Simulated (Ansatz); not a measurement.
**NH2O (quartet): from Hartree-Fock to the top rungs at distance O1–H3 along a hydrogen transfer = 1.132 Å, cc-pVTZ**

One table from this session's results is given with a row withheld; the runs are named, their logs left out.

The runs use Ansatz 0.2.0, Gaussian basis; cc-pVTZ, core rule «outside noble gas», up to 2 orbitals frozen.

Plan: UHF; CCSD(T) on ROHF; CCSD(T) on UHF; BCCD(T) on ROHF; CISD; CCSDT(Q) on ROHF; CCSDT(Q) on UHF; CASSCF and NEVPT2, 5 electrons in 5 orbitals; CASSCF and NEVPT2, 13 electrons in 10 orbitals.

3 further runs of the same task are left out: 3 that didn't finish.

**What is computed**

The geometry derives from fragments relaxed apart (PBE0/def2-TZVP) and kept rigid, so it is no stationary point. A hydrogen atom is moved between rigid fragments.

4 atoms, charge 0, spin multiplicity 4.

Atoms are counted from 1 here; the program's logs count them from 0.

Bond lengths: O1–H2 0.960 Å, O1–H3 1.132 Å, H3–N4 1.109 Å. Angles: H2–O1–H3 105.1°, O1–H3–N4 180.0°.

Coordinates:

```xyz
4
H2NO
O    -1.00802   -0.02916    0.00000
H    -1.25733    0.89741    0.00000
H     0.12398   -0.02916    0.00000
N     1.23298   -0.02916    0.00000
```

The first run:

Input file in.yaml:

```yaml
crystal:
  periodic: [false, false, false]
  atoms:
    - {symbol: O, position_ang: [-1.008017, -0.029165, 0.000000]}
    - {symbol: H, position_ang: [-1.257327, 0.897410, 0.000000]}
    - {symbol: H, position_ang: [0.123983, -0.029165, 0.000000]}
    - {symbol: N, position_ang: [1.232983, -0.029165, 0.000000]}
basis:
  gaussian: {orbitals: cc-pVTZ}
magnetization: {spin_polarized: true, initial_magnetization: 3}
hamiltonian: {xc: hf}
output: {orbitals: {seedname: orbitals}}
```

Run with:

```sh
ansatz run in.yaml --threads 1 --pin off --events-out ev --progress --plain --max-ram 8192MiB --backend cpu
```

Among the steps run: UHF; CCSD(T) on ROHF; CCSD(T) on UHF; BCCD(T) on ROHF; CISD; CCSDT(Q) on ROHF; CCSDT(Q) on UHF; CASSCF and NEVPT2, 5 electrons in 5 orbitals; CASSCF and NEVPT2, 13 electrons in 10 orbitals.

One of the session's tables, all rows but one given; the rest of the session is left out.

It belongs to the step «Misses and costs». 

```
        method  from UCCSDT(Q) (meV)
          ROHF              +11717.3
           UHF              +11304.0
          RMP2                     ?
          UMP2               +1049.1
          CISD               +1241.5
         RCCSD                +425.1
         UCCSD                +405.1
      RCCSD(T)                 +41.8
      UCCSD(T)                 +42.9
       BCCD(T)                 +43.5
        RCCSDT                 +24.8
        UCCSDT                 +20.7
     RCCSDT(Q)                  +5.3
     UCCSDT(Q)                     0
   CASSCF pair              +10878.5
   NEVPT2 pair               +1016.9
CASSCF valence               +9788.2
NEVPT2 valence               +1459.9
```

Q: Estimate the row for RMP2 from the others.

The run gave: from UCCSDT(Q) (meV): +948.7. In the column «from UCCSDT(Q) (meV)» it lies between RCCSD (+425.1) and NEVPT2 pair (+1016.9).

To keep in mind: Restricted and unrestricted rows rest on different reference determinants; where their highest levels disagree by more than a few hundredths of an eV, they describe different states and don't form one ladder.
